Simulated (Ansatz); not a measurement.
Na (bcc): energy against volume

Theory: DFT, r2SCAN, plane waves (500 eV) with PAW, scalar-relativistic (Ansatz). The PAW files were generated under PBE, with cores re-solved for the functional.

The cell is scaled uniformly from the relaxed one, with fractional coordinates and shape fixed. Energies are extrapolated to zero smearing, pressures are those at the given smearing. Magnetic state: spin not included.

A Birch-Murnaghan fit gives V₀ = 37.66 Å³/atom, B₀ = 7.7 GPa, B₀′ = 3.6.

(1) What are the energy above the minimum and the pressure at 33.184 Å³/atom?

(2) What are the energy above the minimum and the pressure at 36.201 Å³/atom?

(3) What are the energy above the minimum and the pressure at 39.218 Å³/atom?

Results:

(1) 15.4 meV/atom and 1.24 GPa as computed.

(2) 1.4 meV/atom and 0.34 GPa as computed.

(3) 1.5 meV/atom and -0.27 GPa as computed.
